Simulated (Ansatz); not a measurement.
**BHCl₂ (triplet): the correlation ladder, cc-pVDZ**

The task here is to estimate one member of a computed series from the others.

Program: Ansatz 0.2.0, Gaussian basis. Level of theory: cc-pVDZ, core rule «outside noble gas», up to 11 orbitals frozen. These are calculated values, not measurements.

Plan: UHF; CCSD(T) on ROHF; CCSD(T) on UHF; BCCD(T) on ROHF; CISD; CCSDT(Q) on ROHF; CCSDT(Q) on UHF; CASSCF and MRCISD+Q, 14 electrons in 11 orbitals; CASSCF and NEVPT2, 14 electrons in 11 orbitals.

22 further runs of the same task are left out: 11 that didn't finish, 11 set aside as unsound or not needed.

## What is computed

The geometry is a PBE0/def2-TZVP stationary point (not a proven minimum).

4 atoms, charge 0, spin multiplicity 3.

Atoms are counted from 1 here; the program's logs count them from 0.

Bond lengths: Cl1–B2 1.737 Å, B2–Cl3 1.737 Å, B2–H4 1.274 Å. Angles: Cl1–B2–Cl3 145.6°, Cl1–B2–H4 107.2°, Cl3–B2–H4 107.2°.

Set-up of the first run:

Contents of in.yaml:

```yaml
crystal:
  periodic: [false, false, false]
  atoms:
    - {symbol: Cl, position_ang: [0.000000, -0.088841, 1.659008]}
    - {symbol: B, position_ang: [0.000000, 0.424315, 0.000000]}
    - {symbol: Cl, position_ang: [0.000000, -0.088841, -1.659008]}
    - {symbol: H, position_ang: [0.000000, 1.698628, 0.000000]}
basis:
  gaussian: {orbitals: cc-pVDZ}
magnetization: {spin_polarized: true, initial_magnetization: 2}
hamiltonian: {xc: hf}
output: {orbitals: {seedname: orbitals}}
```

Launch:

```console
ansatz run in.yaml --threads 1 --pin off --events-out ev --progress --plain --max-ram 2393MiB
```

Among the steps run: UHF; CCSD(T) on ROHF; CCSD(T) on UHF; BCCD(T) on ROHF; CISD; CCSDT(Q) on ROHF; CCSDT(Q) on UHF; CASSCF and MRCISD+Q, 14 electrons in 11 orbitals; CASSCF and NEVPT2, 14 electrons in 11 orbitals.

One of the session's tables, all rows but one given; the rest of the session is left out.

| method | from UCCSDT(Q) (meV) |
| --- | --- |
| ROHF | +10985.6 |
| UHF | +10816.9 |
| RMP2 | +1307.9 |
| UMP2 | +1299.4 |
| CISD | +1600.8 |
| RCCSD | +377.5 |
| UCCSD | +372.2 |
| RCCSD(T) | +59.3 |
| UCCSD(T) | +59.8 |
| BCCD(T) | +56.8 |
| RCCSDT | +28.6 |
| UCCSDT | +28.0 |
| RCCSDT(Q) | +3.6 |
| UCCSDT(Q) | 0 |
| CASSCF valence | +9320.7 |
| NEVPT2 valence | +1587.0 |
| MRCISD valence | ? |
| MRCISD+Q valence | +156.6 |

**Question.** Estimate the row for MRCISD valence.

**Answer.** from UCCSDT(Q) (meV): +1101.8. In the column «from UCCSDT(Q) (meV)» it lies between RCCSD (+377.5) and UMP2 (+1299.4).

With the free atoms at the same levels and basis (separate runs), the atomisation energy is 6.985 eV at UCCSDT(Q), 6.956 eV at RCCSD(T), 6.954 eV at UCCSD(T), 4.905 eV at ROHF.

Limits of these values: Restricted and unrestricted rows rest on different reference determinants; where their highest levels disagree by more than a few hundredths of an eV, they describe different states and don't form one ladder.
